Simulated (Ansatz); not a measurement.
Basis-set extrapolation for C₃H₇NOS (`CC1(O)NCS1`) (PBE0-D4/def2-TZVP geometry, frozen core, the Gaussian-basis code of Ansatz). Multiplicity 1, RHF reference.

```json
{"": "HF", "def2-TZVPP": "-644.602316", "def2-QZVPP": "-644.624931"}
{"": "MP2 correlation", "def2-TZVPP": "-1.131852", "def2-QZVPP": "-1.214132"}
{"": "CCSD(T) correlation", "def2-TZVPP": "-1.224927", "def2-QZVPP": "not run"}
```

Energies in hartree. Use E(X) = E(∞) + A·exp(−7.88·√X) for Hartree–Fock and E(X) = E(∞) + B·X^(−2.97) for correlation, with X = 3 and 4, and add CCSD(T) minus MP2 of the smaller set to the MP2 limit.

Task: What is the CCSD(T) energy at the basis-set limit?

Result: HF limit: -644.624931 + (-0.022615) × 0.13774 = -644.62805. MP2 limit: -1.214132 + (-0.082280) × 0.74074 = -1.27508. Higher-order term: -1.224927 − (-1.131852) = -0.09308. Total: -645.99621 hartree, 4.60 eV below CCSD(T)/def2-TZVPP.
